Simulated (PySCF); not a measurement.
C4H4F2.
Cartesian coordinates in Å at the PBE0-D3(BJ)/def2-SVP level; atoms count from 1:
```xyz
10
C4H4F2 angstrom
F      2.321    0.645   -0.214
C      1.084    0.212   -0.094
C      0.503   -0.984    0.034
F      0.927   -2.229    0.089
C     -0.888   -0.431    0.094
C     -0.208    0.970   -0.057
H     -1.421   -0.576    1.047
H     -1.550   -0.706   -0.742
H     -0.475    1.505   -0.982
H     -0.348    1.638    0.808
```

Level of theory: MP2 and CCSD/aug-cc-pVDZ in PySCF, restricted Hartree–Fock reference, 6 core orbitals frozen, non-relativistic, gas phase, PBE0-D3(BJ)/def2-SVP geometry.

E(HF) = -352.64578 Eh.

**Question.** How large is the problem?

**Answer.** 174 basis functions and 46 electrons; 6 orbitals frozen, which leaves o = 17 correlated occupied and v = 151 virtual orbitals. That is o·v = 2567 singles and o·v(o·v + 1)/2 = 3296028 distinct closed-shell doubles amplitudes before symmetry; the costliest CCSD step grows as o²v⁴ = 1.5 × 10^11.

**Question.** What are the MP2 and CCSD correlation energies?

**Answer.** MP2 -0.9498 Eh and CCSD -0.9839 Eh, which gives totals of -353.59563 and -353.62973 Eh. That is 0.787 eV for each correlated electron at CCSD (2583 kJ/mol in all, 0.278 % of the total energy); MP2 gives 96.5 % of the CCSD value.

**Question.** What is the T1 diagnostic?

**Answer.** 0.0128, below the customary warning level of 0.02. It is the norm of the spatial-orbital singles amplitudes over the root of the number of correlated electrons, so the norm is 0.075.

**Question.** How does correlation change the dipole moment?

**Answer.** HF gives 2.51 D and CCSD (unrelaxed density) 2.22 D, a change of -0.29 D.

No triples correction and no basis-set extrapolation were made.

The job also held the EOM ionisation roots. The run took 5.4 min of wall time on an x86-64 server with one thread, shared host.
